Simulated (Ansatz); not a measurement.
# O2+ (quartet): the correlation ladder, def2-TZVPP

One table from this session's results is given with a row withheld; the runs are named, their logs left out.

Method: def2-TZVPP, core rule «outside noble gas», up to 2 orbitals frozen; program: Ansatz 0.2.0, Gaussian basis.

The runs, in order: UHF; ROHF; CCSD(T) on UHF.

### The system

The geometry is a PBE0/def2-TZVP stationary point (not a proven minimum) of the parent state, kept for this charge and spin.

2 atoms, charge 1, spin multiplicity 4.

Atoms are counted from 1 here; the program's logs count them from 0.

Bond lengths: O1–O2 1.098 Å.

The first run:

in.yaml reads:

```yaml
crystal:
  periodic: [false, false, false]
  atoms:
    - {symbol: O, position_ang: [0.000000, 0.000000, 0.000000]}
    - {symbol: O, position_ang: [0.000000, 0.000000, 1.098200]}
basis:
  gaussian: {orbitals: def2-TZVPP}
total_charge: 1
magnetization: {spin_polarized: true, initial_magnetization: 3}
hamiltonian: {xc: hf}
output: {orbitals: {seedname: orbitals}}
```

The run is started by

```console
$ ansatz run in.yaml --threads 1 --pin off --events-out ev --progress --plain --max-ram 4096MiB --backend cpu
```

Among the steps run: UHF; ROHF; CCSD(T) on UHF.

One of the session's tables, all rows but one given; the rest of the session is left out.

It belongs to the step «Misses and costs». 

```
  method  from UCCSD(T) (meV)
    ROHF                    ?
     UHF              +9517.6
    UMP2               +911.2
   UCCSD               +242.2
UCCSD(T)                    0
```

**Question.** Estimate the row for ROHF.

The run gave: from UCCSD(T) (meV): +10048.3. In the column «from UCCSD(T) (meV)» it is the highest.
